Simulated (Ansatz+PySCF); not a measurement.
Results of a calculation; reference values are marked as such.
## PySCF 2.14.0 run

```python
from pyscf import gto, scf, mp

mol = gto.M(atom="""
B 0.000000 0.000000 -0.313090
H 0.000000 0.000000 1.565450
""", basis='6-31g', charge=0, spin=0)
mf = scf.UHF(mol)
mf.kernel()
pt = mp.MP2(mf, frozen=1).run()
print(mf.e_tot, pt.e_corr, pt.e_tot)
```

The script is written out from the run's settings.

Results

| Property | Result |
| --- | --- |
| Converged | yes |
| Reference energy | -25.04872 hartree |
| Correlation energy | -0.04641 hartree |
| Total energy | -25.09514 hartree |

The reference isn't the lowest determinant (another lies 0.06 eV lower), but the same method gives a higher total on the lower determinant. Caution: bonds are stretched, where a single reference can fail.
